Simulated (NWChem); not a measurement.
System: hydrogen chloride (HCl); SMILES Cl

```xyz
2

Cl     0.0000     0.0000     0.0805
H      0.0000     0.0000    -1.2156
```
Atoms are numbered in this order, from 1.

All runs use the structure optimised with PBE-D3(BJ)/def2-SVP.

 Unshifted, non-relativistic core excitations; the lowest 4 roots alone, so stronger bands may lie above.

### Question
List the first Cl K-edge excitations from BHandHLYP/6-311G** (spherical d), restricted-window TDA (NWChem).

### Answer
| state | energy (eV) | dipole oscillator strength | leading excitation (squared amplitude) |
|---|---|---|---|
| S1 | 2793.0 | 0.0051 | 1s of atom 1 or its equivalents → LUMO (0.91) |
| S2 | 2799.5 | 0.0000 | 1s of atom 1 or its equivalents → LUMO+1 (0.93) |
| S3 | 2801.0 | 0.0058 | 1s of atom 1 or its equivalents → LUMO+2 (0.99) |
| S4 | 2801.0 | 0.0058 | 1s of atom 1 or its equivalents → LUMO+3 (0.99) |
